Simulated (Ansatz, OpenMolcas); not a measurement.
**Heat of formation of HNO3 (peroxynitrous acid) from total energies**

HNO3: 5 atoms, total charge 0, spin state singlet. SMILES: `O=NOO`. Geometry: relaxed at PBE0-D4/def2-TZVP. This is one conformer, not always the lowest.

Total energies at CCSD(T)/6-311+G**, 4 core orbitals frozen (OpenMolcas 26.06); the atoms run unrestricted:

| species | state | energy (Eh) |
| --- | --- | --- |
| HNO3 | singlet | -280.302803 |
| O | triplet | -74.938055 |
| N | quartet | -54.493029 |
| H | doublet | -0.499810 |

Harmonic wavenumbers at PBE0-D4/def2-TZVP, in cm⁻¹: 399, 406, 542, 786, 892, 1010, 1464, 1700, 3499.

Measured heats of formation of the gaseous atoms at 298.15 K, in kJ/mol: O 249.2, N 472.4, H 218.0. Spin-orbit lowering of the atoms at 298 K (mean of the ground term's levels less their thermal mean, from spectra), in kJ/mol: O 0.40. Take 1 Eh = 2625.50 kJ/mol, 1 cm⁻¹ = 0.0119627 kJ/mol, RT = 2.479 kJ/mol.

**Question.** Work out the heat of formation of the gas at 298 K.

**Answer.** 
1. Electronic atomisation energy: 3 × (-74.938055) + (-54.493029) + (-0.499810) − (-280.302803) = 0.495799 Eh = 1301.7 kJ/mol.
2. Zero-point energy: half the sum of the wavenumbers, 5349 cm⁻¹ = 64.0 kJ/mol.
3. Thermal vibrational enthalpy, Σ hcν̃/(exp(hcν̃/kT) − 1): 2.6 kJ/mol. Translation, rotation and pV of a non-linear molecule: 4 RT = 9.9 kJ/mol.
4. The 5 free atoms carry 5/2 RT each: 31.0 kJ/mol.
5. Spin-orbit coupling lowers the free atoms by 3 × 0.40 = 1.2 kJ/mol.
6. Atomisation enthalpy at 298 K: 1301.7 − 1.2 − 64.0 − 2.6 − 9.9 + 31.0 = 1255.0 kJ/mol.
7. Sum of the atoms' heats of formation: 1438.0 kJ/mol. Heat of formation: 1438.0 − 1255.0 = +183.0 kJ/mol.

The tabulated value is -12.8 kJ/mol (Active Thermochemical Tables), so this level is off by +195.8 kJ/mol, or 13.5 % of the atomisation enthalpy. Coupled cluster needs large bases for atomisation: in a finite one the molecule is underbound. Anharmonicity and any spin-orbit splitting of the molecule are left out, and so is core correlation.
